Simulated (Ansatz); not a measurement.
**SiBr⁺, singlet: the ladder up to RCCSDTQ**

Geometry: that of the SiBr, doublet, kept fixed.

```xyz
2

Si    0.0000    0.0000    0.0000
Br    0.0000    0.0000    2.2315
```

Basis cc-pVDZ; Ansatz 0.2.0. Only valence electrons are correlated (noble-gas cores and the filled d shells of p-block atoms frozen), which leaves 10 electrons in 26 orbitals. R marks a restricted (for open shells ROHF) determinant. Active spaces: valence = (10e, 8o) chosen from the atoms' valence shells. No spin–orbit coupling is included, and no scalar relativity.

Full CI isn't at hand for all of this; RCCSDTQ serves as the reference, and is uncertain by about the last step of the cluster series.

* UHF ⟨S²⟩: 0.000
* T1 diagnostic (RCCSD): 0.0274
* largest doubles amplitude (RCCSD): 0.067

Question: From what is known of these methods and the diagnostics, rank them by the size of their error in total energy against RCCSDTQ in cc-pVDZ, smallest first (an estimate: the text doesn't fix the numbers).
A. MRCISD (valence space)
B. NEVPT2 (valence space)
C. RCCSDT
D. CISD
E. MRCISD+Q (valence space)

Answer: E (0.25 mEh), C (0.63 mEh), A (10.93 mEh), D (24.77 mEh), B (33.27 mEh).

All errors are against RCCSDTQ in cc-pVDZ. Within each family the higher level lies nearer, as is usual though not guaranteed.

Natural occupations of CASSCF (valence space) about the gap: 1.998 1.976 1.968 1.968 1.967 0.043 0.043 0.036; effectively unpaired electrons, Σ n²(2−n)², 0.03.
